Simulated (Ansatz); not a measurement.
I need a comparison of dispersion corrections of C5H9N, SMILES C#CC(C)NC. Use the Ansatz DFT code, driven from Python. Use (for the species named): r2SCAN, def2-SVP basis, multiplicity 1, D3BJ dispersion.

```xyz
15

C    -1.0981    1.2754    1.9848
C    -0.8667    0.8670    0.8788
C    -0.5841    0.3715   -0.4819
C    -1.0793   -1.0640   -0.6583
N     0.8291    0.5549   -0.8355
C     1.7580   -0.2992   -0.1084
H    -1.3029    1.6370    2.9660
H    -1.1560    0.9924   -1.1831
H    -0.6429   -1.7483    0.0779
H    -0.8460   -1.4398   -1.6605
H    -2.1675   -1.1117   -0.5327
H     1.0727    1.5303   -0.6652
H     2.7811   -0.0427   -0.4024
H     1.6160   -1.3555   -0.3549
H     1.6868   -0.1672    0.9754
```

`disp_c5h9n.py`
```python
"""Size of D3 and D4 in C5H9N."""

import ansatz as az

SETTINGS = {
    "basis_set": "def2-SVP",
}

c5h9n = (
    az.Crystal.molecule()
    .atom("C", [-1.0981, 1.2754, 1.9848])
    .atom("C", [-0.8667, 0.867, 0.8788])
    .atom("C", [-0.5841, 0.3715, -0.4819])
    .atom("C", [-1.0793, -1.064, -0.6583])
    .atom("N", [0.8291, 0.5549, -0.8355])
    .atom("C", [1.758, -0.2992, -0.1084])
    .atom("H", [-1.3029, 1.637, 2.966])
    .atom("H", [-1.156, 0.9924, -1.1831])
    .atom("H", [-0.6429, -1.7483, 0.0779])
    .atom("H", [-0.846, -1.4398, -1.6605])
    .atom("H", [-2.1675, -1.1117, -0.5327])
    .atom("H", [1.0727, 1.5303, -0.6652])
    .atom("H", [2.7811, -0.0427, -0.4024])
    .atom("H", [1.616, -1.3555, -0.3549])
    .atom("H", [1.6868, -0.1672, 0.9754])
)

calculation = c5h9n.calculation().basis(gaussian=SETTINGS["basis_set"])
for name in ["r2scan", "b3lyp"]:
    for correction in ("d3bj", "d4"):
        r = calculation.functional(name, dispersion=correction).run(threads=1, backend="cpu").report
        print(f"{name:8s} {correction:5s} total {r['free_energy_ev']:.5f} eV, of which dispersion {1000 * r['dispersion']['energy']['ev']:.2f} meV")
```

`python disp_c5h9n.py` gives:
```text
DeckWarning: the engine holds no damping parameters fitted to this dispersion correction and functional, so the run takes those fitted to r2scan beside the three-body term, which d3bj leaves out (hamiltonian.dispersion, under Limitations)
r2scan   d3bj  total -6810.29240 eV, of which dispersion -95.88 meV
r2scan   d4    total -6810.27861 eV, of which dispersion -82.10 meV
b3lyp    d3bj  total -6815.20134 eV, of which dispersion -544.38 meV
b3lyp    d4    total -6815.14330 eV, of which dispersion -486.34 meV
```
(Warnings from the package without file and line.)

Reading the output:
- Total energies depend on the basis set; only differences at equal settings carry meaning.
- The geometry is a force-field or estimated start, not a minimum of this method, and the basis set is short of its limit. D4 holds the three-body term, and d3bj doesn't.
- b3lyp holds the VWN-RPA fit, as in Gaussian; the form of ORCA and Turbomole is b3lyp5.
- A dispersion term here runs with damping parameters fitted for another variant or functional.
- Run time: 30 s on 1 thread of Arm Neoverse V1 (shared host), peak memory 0.33 GiB.
